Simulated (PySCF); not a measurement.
PH3: calculation against experiment

**The experiment to reproduce.**

From NIST CCCBDB Release 22 (SRD 101), experimental dipoles, for the gas: dipole moment (microwave Stark effect) 0.58 D.

The runs below try to reproduce these values; the comparison stands at the end.

Species: PH3.
Atom-mapped SMILES: `[PH3:1]` (hydrogens: H2, H3, H4 on P1)

Cartesian coordinates in Å at the GFN2-xTB level; atoms count from 1:
```
atom  x, y, z in Å
P1    -0.0015    0.0035    0.5704
H2    -0.5587    1.0086   -0.2056
H3     1.1583   -0.0163   -0.1896
H4    -0.5880   -0.9910   -0.1980
```

The PySCF runs (gas phase, on this GFN2-xTB geometry; no spin–orbit coupling):

```tsv
level	job	basis functions
PBE0/pcSseg-1	shieldings, charges and field gradients	39
```

Results beside the measurements:

**Dipole moment.** Measured: 0.58 D (NIST CCCBDB Release 22 (SRD 101), experimental dipoles).

```tsv
level	computed (D)	computed − measured (D)	% (from the printed values)
PBE0/pcSseg-1	1.03	+0.45	+78
```

The computed dipoles belong to one fixed geometry; measured ones are averaged over vibrations unless marked μe. Magnitudes are compared, not signs.

The geometry is computed, not the measured one. Where a level misses, the cause wasn't examined.
